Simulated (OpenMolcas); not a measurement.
# BH3 (borane), step by step

We compute a single-point energy (HF/ANO-R0), then a single-point energy (CASSCF(2,2)/ANO-R1), then the energy (CASPT2(2,2)/ANO-R1) of BH3 (borane). 

Program for the calculation: OpenMolcas 26.06.

### 1 The molecule

BH3 has 4 atoms, charge 0, and is taken as a singlet. SMILES: `B`. Geometry: relaxed at PBE0-D4/def2-TZVP.

Bond lengths: B1–H2 1.193 Å, B1–H3 1.193 Å, B1–H4 1.193 Å. Angles: H2–B1–H3 120.0°, H2–B1–H4 120.0°, H3–B1–H4 120.0°.

### 2 A single-point energy at HF/ANO-R0 (sfX2C) (run 1)

File step1.input:

```
&GATEWAY
  Coord
  4
  bohr
  B      0.02626719    -0.02853486    -0.00963760
  H      1.85608900     0.72130846     1.07487622
  H     -0.52194236    -2.21438107     0.08125822
  H     -1.25553404     1.40765699    -1.18466931
  Basis
  ANO-R0
  Group
  NoSym

&SEWARD

&SCF
  PrOrbitals
  0
```

Run with:

```console
$ export MOLCAS_MEM=1860
$ pymolcas step1.input > step1.log
```

The program printed:

```text
--- Start Module: gateway ---
[...]
--- Stop Module: gateway /rc=_RC_ALL_IS_WELL_ ---
--- Start Module: seward ---
[...]
      Basis functions            8
--- Stop Module: seward /rc=_RC_ALL_IS_WELL_ ---
--- Start Module: scf ---
[...]
       Convergence after   7 Iterations
[...]
::    Total SCF energy                                -26.0897227963
[...]
      Total spin, S                                     0.0000000000
[...]
      Total electronic charge=    8.000000
      Total            charge=   -0.000000
[...]
      Dipole Moment (debye):
      Origin of the operator (angstrom)=    0.0139   -0.0151   -0.0051
                   X=  4.5672E-05               Y=  3.2208E-06               Z= -1.0380E-04           Total=  1.1345E-04
      Quadrupole Moment (debye*angstrom):
[...]
--- Stop Module: scf /rc=_RC_ALL_IS_WELL_ ---
[...]
```

It took 1.8 s on 1 thread of Arm Neoverse V1, shared host; peak memory 0.37 GiB.

### 3 The energy at CASSCF(2,2)/ANO-R1 (sfX2C, RICD fitting) (run 2)

File step2.input:

```
&GATEWAY
 Coord
 4
 bohr
 B      0.02626719    -0.02853486    -0.00963760
 H      1.85608900     0.72130846     1.07487622
 H     -0.52194236    -2.21438107     0.08125822
 H     -1.25553404     1.40765699    -1.18466931
 Basis
 ANO-R0
 Group
 NoSym

&SEWARD

&RASSCF
 FileOrb
 $CurrDir/step1.ScfOrb
 Spin
 1
 Nactel
 2 0 0
 Inactive
 3
 Ras2
 2
 OrbListing
 Nothing
>>> COPY $Project.RunFile RUNFIL1
>>> COPY $Project.RasOrb INPORB

&GATEWAY
 Coord
 4
 bohr
 B      0.02626719    -0.02853486    -0.00963760
 H      1.85608900     0.72130846     1.07487622
 H     -0.52194236    -2.21438107     0.08125822
 H     -1.25553404     1.40765699    -1.18466931
 Basis
 ANO-R1
 Group
 NoSym
 RICD

&SEWARD
>>> COPY $Project.RunFile RUNFIL2

&EXPBAS

&RASSCF
 FileOrb
 $Project.ExpOrb
 Spin
 1
 Nactel
 2 0 0
 Inactive
 3
 Ras2
 2
 OrbListing
 Nothing
 OrbAppear
 Compact
```

Run with:

```console
$ export MOLCAS_MEM=1860
$ pymolcas step2.input > step2.log
```

The program printed:

```text
--- Start Module: gateway ---
[...]
--- Stop Module: gateway /rc=_RC_ALL_IS_WELL_ ---
[...]
      Basis functions            8
[...]
      Number of active orbitals                  2
[...]
      Spin quantum number                      0.0
[...]
      Active orbitals                            2
[...]
      Number of CSFs                             3
[...]
      Number of root(s) required                 1
[...]
      Convergence after 72 iterations
[...]
      printout of CI-coefficients larger than  0.05 for root  1
      energy=     -26.097246
      conf/sym  11     Coeff  Weight
             1  20   0.99581 0.99163
             3  02  -0.09147 0.00837
      Natural orbitals and occupation numbers for root  1
      sym 1:   1.983266   0.016734
      ************************************************************************************************************************
      *                                                    Final results                                                     *
[...]
::    RASSCF root number  1 Total energy:    -26.09724605
[...]
      Basis functions           29
[...]
--- Start Module: expbas ---
[...]
--- Stop Module: expbas /rc=_RC_ALL_IS_WELL_ ---
--- Start Module: rasscf ---
[...]
      Convergence after  9 iterations
[...]
      Natural orbitals and occupation numbers for root  1
      sym 1:   1.991721   0.008279
      ************************************************************************************************************************
      *                                                    Final results                                                     *
[...]
::    RASSCF root number  1 Total energy:    -26.40870466
[...]
      Total electronic charge=    8.000000
      Total            charge=   -0.000000
[...]
      Dipole Moment (debye):
      Origin of the operator (angstrom)=    0.0139   -0.0151   -0.0051
                   X=  5.3485E-05               Y= -2.4673E-05               Z= -1.6951E-04           Total=  1.7946E-04
      Quadrupole Moment (debye*angstrom):
[...]
--- Stop Module: rasscf /rc=_RC_ALL_IS_WELL_ ---
[...]
```

It took 5.1 s on 1 thread of Arm Neoverse V1, shared host; peak memory 0.37 GiB.

### 4 The energy at CASPT2(2,2)/ANO-R1 (sfX2C, RICD fitting, ipea shift 0.25 Eh, pt2 variant SS) (run 3)

File step3.inp:

```
* BH3 CASPT2

&GATEWAY
 COORD
 4
 bohr
 B      0.02626719    -0.02853486    -0.00963760
 H      1.85608900     0.72130846     1.07487622
 H     -0.52194236    -2.21438107     0.08125822
 H     -1.25553404     1.40765699    -1.18466931
 BASIS=ANO-R1
 GROUP=NoSym
 RICD

&SEWARD

&RASSCF
 FILEORB=$CurrDir/step2.RasOrb
 SPIN=1
 NACTEL=2 0 0
 INACTIVE=3
 RAS2=2
 ORBLISTING=Nothing
 ORBAPPEAR=Compact

&CASPT2
 IMAGINARY=0.2
```

Run with:

```console
$ export MOLCAS_MEM=1860
$ pymolcas step3.inp > step3.log
```

The program printed:

```text
--- Start Module: gateway ---
[...]
--- Stop Module: gateway /rc=_RC_ALL_IS_WELL_ ---
[...]
      Basis functions           29
[...]
--- Start Module: rasscf ---
[...]
      Number of active orbitals                  2
[...]
      Spin quantum number                      0.0
[...]
      Active orbitals                            2
[...]
      Number of CSFs                             3
[...]
      Number of root(s) required                 1
[...]
      Convergence after  4 iterations
[...]
      printout of CI-coefficients larger than  0.05 for root  1
      energy=     -26.408705
      conf/sym  11     Coeff  Weight
             1  20   0.99793 0.99586
             3  02  -0.06434 0.00414
      Natural orbitals and occupation numbers for root  1
      sym 1:   1.991721   0.008279
      ************************************************************************************************************************
      *                                                    Final results                                                     *
[...]
::    RASSCF root number  1 Total energy:    -26.40870466
[...]
      Total electronic charge=    8.000000
      Total            charge=   -0.000000
[...]
      Dipole Moment (debye):
      Origin of the operator (angstrom)=    0.0139   -0.0151   -0.0051
                   X=  4.4817E-05               Y= -1.7507E-05               Z= -1.7689E-04           Total=  1.8332E-04
      Quadrupole Moment (debye*angstrom):
[...]
--- Stop Module: rasscf /rc=_RC_ALL_IS_WELL_ ---
--- Start Module: caspt2 ---
[...]
      E2 (Variational):          -0.0888090683
      Total energy:             -26.4975137293
[...]
      Reference weight:           0.96723
[...]
::    CASPT2 Root  1     Total energy:    -26.49751373
[...]
--- Stop Module: caspt2 /rc=_RC_ALL_IS_WELL_ ---
[...]
```

Wall time 2.1 s (1 thread of Arm Neoverse V1, shared host); peak memory 0.082 GiB.

### 5 Outcome

| quantity | value |
| --- | --- |
| run 1, HF/ANO-R0: total energy | -26.08972 Eh |
| run 1, HF/ANO-R0: dipole moment | 0.00 D |
| run 1, HF/ANO-R0: HOMO energy | -14.82 eV |
| run 1, HF/ANO-R0: LUMO energy | -0.09 eV |
| run 1, HF/ANO-R0: HOMO–LUMO gap | 14.72 eV |
| run 2, CASSCF(2,2)/ANO-R1: total energy | -26.40870 Eh |
| run 2, CASSCF(2,2)/ANO-R1: dipole moment (CASSCF density) | 0.00 D |
| run 3, CASPT2(2,2)/ANO-R1: total energy | -26.49751 Eh |
| run 3, CASPT2(2,2)/ANO-R1: dipole moment (CASSCF density) | 0.00 D |

Mulliken charges (run 1, HF/ANO-R0) run from -0.58 on B1 to +0.19 on H4. Mulliken charges (run 3, CASPT2(2,2)/ANO-R1) of the CASSCF density run from -0.19 on B1 to +0.06 on H2; they depend strongly on the basis.
